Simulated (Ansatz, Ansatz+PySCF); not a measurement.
```csv
atom,x (Å),y (Å),z (Å)
N,0.0000,0.0000,-0.6580
O,0.0000,0.0000,0.5758
```

UHF on doublet NO was run in several spherical basis sets with Ansatz (development build ahead of 0.2.0). Caution for UHF: the determinant may break the point group; the unrestricted determinant is spin contaminated.

Task: Rank the basis sets by the total energy that they give, lowest first, with the distance from the lowest.
A. def2-SVP
B. cc-pVDZ
C. cc-pVTZ
D. def2-TZVP
E. 6-31G(d)

Result: D (0.00 eV), C (0.16 eV), B (1.13 eV), E (1.50 eV), A (4.42 eV).

Totals follow the description of the cores as much as that of the bonds, so this order isn't one of quality for chemistry.
